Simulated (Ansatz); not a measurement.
Lattice parameter a of some III–V compounds

Method: PBE (PAW; Ansatz, a program for electronic structure). References are measured values corrected to a static lattice or taken at low temperature (these still hold zero-point motion). The table is a random draw of 8 from 10 solids with such references.

Values in Å.

| solid | reference | PBE | error (%) |
|---|---|---|---|
| wurtzite AlN | 3.111 | 3.130 | +0.61 |
| zinc-blende InP | 5.858* | 5.959 | +1.72 |
| zinc-blende AlP | 5.451* | 5.508 | +1.05 |
| cubic BN | 3.593* | 3.625 | +0.89 |
| zinc-blende InSb | 6.468* | 6.635 | +2.58 |
| zinc-blende GaAs | 5.64* | ? | ? |
| zinc-blende BP | 4.525* | 4.548 | +0.51 |
| zinc-blende InAs | 6.047* | 6.186 | +2.30 |

Question: Estimate the withheld PBE value.

Answer: The errors of the other rows run from +0.51 % to +2.58 %, with a median of +1.05 %; carried to the reference 5.640 it gives 5.699 Å. The run gives 5.745 Å (+1.86 %); the row was picked among those where that median comes within half of the row's own error. Over these 8 solids the mean error is +1.44 %, the mean absolute error 1.44 % (median 1.38 %), and the worst case zinc-blende InSb at +2.58 %; the value is too high in 8 of 8 cases. Over all 10 the mean error is +1.42 % and the mean absolute error 1.42 % (median 1.32 %).

A star marks references brought to a static lattice; the others are low-temperature values that still hold zero-point motion, which matters most for light elements.

Spin–orbit coupling is left out, also for the solids with elements from indium on (zinc-blende InP, zinc-blende InSb, zinc-blende InAs); its size isn't shown.

Differences are worked out from the printed values.

Caveats: the gap of the solid is closed in this run (zinc-blende InSb, zinc-blende InAs). Ansatz's density-functional and Hartree–Fock values are scalar-relativistic unless marked +SOC, with PAW data made under PBE.

Not in this set, of the III–V compounds with a reference value in our tables and a result at some level: 4 for a reference at room or unstated temperature (zinc-blende BAs, wurtzite GaN, zinc-blende GaN, zinc-blende GaSb); 1 for a high-temperature or high-pressure phase (wurtzite BN). These can be a level's worst cases. At least 3 more with a reference value are held back for tests. Layered and molecular crystals are counted apart.

References as tabulated in Mejia-Rodriguez and Trickey (2018), arXiv:1807.09216; arXiv:1206.3780; Goldzak et al. (2022), arXiv:2208.04865.
